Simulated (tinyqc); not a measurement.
CCD on RHF in the sto-3g basis, frozen core, for OH-, spin multiplicity 1, step by step. The basis has no diffuse functions, so it cannot describe the extra electron: this is an exercise in the method, not the real anion. One step of it, computed by the program tinyqc.

Task: CCD: starting amplitudes. t_ij^ab = <ij||ab> / (e_i + e_j - e_a - e_b), whose energy is MP2.

orbital energies (hartree): MO1 -19.501251, MO2 -0.585067, MO3 0.085022, MO4 0.186028, MO5 0.186028, MO6 0.972188

Two-electron integrals over orbitals (pq|rs), unique and non-zero (hartree); the lowest 1 orbital is frozen and left out:
```
p,q,r,s,(pq|rs)
2,2,2,2,0.745706
3,2,2,2,-0.068589
3,2,3,2,0.112317
3,3,2,2,0.549825
3,3,3,2,0.027680
3,3,3,3,0.613335
4,2,4,2,0.161006
4,3,4,2,-0.038569
4,3,4,3,0.026529
4,4,2,2,0.775234
4,4,3,2,-0.094136
4,4,3,3,0.529814
4,4,4,4,0.880159
5,2,5,2,0.161006
5,3,5,2,-0.038569
5,3,5,3,0.026529
5,4,5,4,0.047444
5,5,2,2,0.775234
5,5,3,2,-0.094136
5,5,3,3,0.529814
5,5,4,4,0.785270
5,5,5,5,0.880159
6,2,2,2,0.071819
6,2,3,2,0.056456
6,2,3,3,0.001704
6,2,4,4,0.076182
6,2,5,5,0.076182
6,2,6,2,0.112779
6,3,2,2,0.164106
6,3,3,2,-0.103534
6,3,3,3,-0.022338
6,3,4,4,0.183132
6,3,5,5,0.183132
6,3,6,2,0.016532
6,3,6,3,0.185796
6,4,4,2,0.028496
6,4,4,3,0.015279
6,4,6,4,0.037985
6,5,5,2,0.028496
6,5,5,3,0.015279
6,5,6,5,0.037985
6,6,2,2,0.675695
6,6,3,2,-0.000867
6,6,3,3,0.602110
6,6,4,4,0.670693
6,6,5,5,0.670693
6,6,6,2,0.075030
6,6,6,3,0.082846
6,6,6,6,0.705584
```

Give: Starting amplitudes; correlation energy.

Result:

Starting amplitudes (spin orbitals 1a, 1b, ...; amplitudes related by a flip of all spins are not repeated):
```
from,to,t
3a 3b,6a 6b,-0.1047
2a 2b,6a 6b,-0.0362
4a 4b,6a 6b,-0.0242
5a 5b,6a 6b,-0.0242
2a 3b,6a 6b,-0.0068
```

correlation energy = -0.025598 hartree
